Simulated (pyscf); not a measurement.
F–SiH₂–SiH₂• + hydrogen (H₂) -> F–SiH₂–SiH₃ + H atom (H•), a hydrogen abstraction (doublet surface; H–H broken, H–Si formed). Single points on ωB97X-D3(BJ)/def2-SVP structures (PySCF, gas phase). Energies in kcal/mol from the separated reactants.

Small-basis levels: PySCF, no dispersion term, spherical d functions. AM1 to PM7: differences of heats of formation from MOPAC, which are fitted to 298 K values and so differ in kind from electronic energies by zero-point and thermal terms. Open shells are spin-unrestricted. 

```tsv
level	barrier	reaction energy
HF/6-31G*	20.5	+8.8
B3LYP/STO-3G	___	+16.6
B3LYP/3-21G	20.8	+20.9
M06-2X/6-31G*	21.7	+16.5
PBE/def2-SVP	14.3	+14.7
B3LYP/def2-SVP	16.6	+16.2
PM6	___	+44.1
ωB97M-D3(BJ)/def2-TZVP	___	+14.9
```

Task: Complete the blanks.

Result: 
- B3LYP/STO-3G, barrier: 16.1
- PM6, barrier: 31.8
- ωB97M-D3(BJ)/def2-TZVP, barrier: 19.2

Against the last row the barrier runs from -4.9 (PBE/def2-SVP) to +12.6 kcal/mol (PM6). At B3LYP/STO-3G, B3LYP/3-21G, PBE/def2-SVP, PM6 this geometry lies under one side, so the entry may be no barrier of that level: it is a single point on another level's saddle. ωB97M-D3(BJ)/def2-TZVP has limits of its own. This is the saddle that the search found; another between the same sides may lie lower. The angle at the transferred H is 177°.
